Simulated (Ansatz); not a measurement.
# BH5O (SMILES [BH3-][OH2+]): single points off equilibrium

The task here is to estimate one member of a computed series from the others.

Program: Ansatz 0.2.0, Gaussian basis. Level of theory: single points in def2-TZVPP. These are calculated values, not measurements.

Cores are frozen in the correlated methods.

### The starting structure

SMILES `[BH3-][OH2+]`, 7 atoms, charge 0, spin multiplicity 1.

Atoms are counted from 1 here; the program's logs count them from 0.

Bond lengths: B1–O2 1.671 Å, B1–H3 1.209 Å, B1–H4 1.212 Å, B1–H5 1.203 Å, O2–H6 1.006 Å, O2–H7 0.958 Å. Angles: O2–B1–H3 104.8°, O2–B1–H4 104.5°, O2–B1–H5 107.3°, H3–B1–H4 113.4°, H3–B1–H5 107.2°, H4–B1–H5 118.5°, B1–O2–H6 100.3°, B1–O2–H7 101.7°, H6–O2–H7 108.3°.

As a file:

```xyz
7
BH5O
B    -0.30570   -0.50050   -0.31780
O     0.36520    0.56990    0.77660
H     0.29080   -1.53700   -0.14160
H    -1.47550   -0.55910   -0.00800
H    -0.02200   -0.10930   -1.41930
H    -0.07920    1.42510    0.48750
H     1.27950    0.59410    0.49040
```

Set-up of the first run:

File run/in.yaml:

```yaml
crystal:
  periodic: [false, false, false]
  atoms:
    - {symbol: B, position_ang: [-0.305700, -0.500500, -0.317800]}
    - {symbol: O, position_ang: [0.365200, 0.569900, 0.776600]}
    - {symbol: H, position_ang: [0.290800, -1.537000, -0.141600]}
    - {symbol: H, position_ang: [-1.475500, -0.559100, -0.008000]}
    - {symbol: H, position_ang: [-0.022000, -0.109300, -1.419300]}
    - {symbol: H, position_ang: [-0.079200, 1.425100, 0.487500]}
    - {symbol: H, position_ang: [1.279500, 0.594100, 0.490400]}
basis:
  gaussian: {orbitals: def2-TZVPP}
correlation: {method: ccsd_t}
output: {forces: true}
```

The command line of these runs was not kept.

Steps of the session up to this table: CCSD(T)/def2-TZVPP; PBE0-D4/def2-TZVPP; wB97M-V/def2-TZVPP; r2SCAN-D4/def2-TZVPP; PBE-D4/def2-TZVPP; r2SCAN0-D4/def2-TZVPP; BLYP-D4/def2-TZVPP.

One of the session's tables, all rows but one given; the rest of the session is left out.

| method | RMS force component (eV/Å) | angle to CCSD(T) forces (°) | dipole (D) |
| --- | --- | --- | --- |
| CCSD(T) | 0.687 | reference | 4.34 |
| PBE0-D4 | ? | ? | ? |
| wB97M-V | 0.697 | 3.9 | 4.38 |
| r2SCAN-D4 | 0.671 | 1.6 | 4.40 |
| PBE-D4 | 0.608 | 15.9 | 4.36 |
| r2SCAN0-D4 | 0.752 | 10.7 | 4.39 |
| BLYP-D4 | 0.632 | 17.0 | 4.35 |

Estimate the missing values for PBE0-D4.

**Answer.** RMS force component (eV/Å): 0.690; angle to CCSD(T) forces (°): 6.2; dipole (D): 4.36. In the column «RMS force component (eV/Å)» it lies between CCSD(T) (0.687) and wB97M-V (0.697).
